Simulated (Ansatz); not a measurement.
# C2H2OS: the cost of one run

Program: Ansatz 0.2.0. Level of theory: RKS B3LYP/def2-SVP. These are calculated values, not measurements.

## (1) The system as given

Bond lengths: O1–C2 1.212 Å, C2–C3 1.298 Å, C3–S4 1.685 Å, C3–H5 1.094 Å, S4–H6 1.329 Å. Angles: O1–C2–C3 177.6°, C2–C3–S4 123.0°, C2–C3–H5 117.9°, S4–C3–H5 118.8°, C3–S4–H6 101.6°.

Coordinates:

```xyz
6

O    -0.0550   -2.4922   -0.1532
C    -0.0067   -1.2910    0.0047
C     0.0892   -0.0121    0.2036
S    -0.4593    1.1333   -0.9045
H     0.6423    0.3282    1.0835
H    -0.1684    2.2698   -0.2803
```

## (2) Relaxing the start

input.yaml

```yaml
crystal:
  periodic: [false, false, false]
  atoms:
    - { symbol: O, position_ang: [-0.055, -2.4922, -0.1532] }
    - { symbol: C, position_ang: [-0.0067, -1.291, 0.0047] }
    - { symbol: C, position_ang: [0.0892, -0.0121, 0.2036] }
    - { symbol: S, position_ang: [-0.4593, 1.1333, -0.9045] }
    - { symbol: H, position_ang: [0.6423, 0.3282, 1.0835] }
    - { symbol: H, position_ang: [-0.1684, 2.2698, -0.2803] }
basis:
  gaussian: { orbitals: def2-SVP }
hamiltonian:
  xc: b3lyp
relax:
  f_tol: 0.02
  max_steps: 40
scf:
  lower_state_search: "off"
```

Started as:

```
> ansatz run input.yaml --threads 1 --pin off --max-ram 2048MiB --backend cpu --events-out ev --progress --plain --runs-dir out
```

Q: Estimate wall time and peak memory on 1 thread of an Arm CPU, shared host.

About 16 s, with a peak of 0.13 GiB.
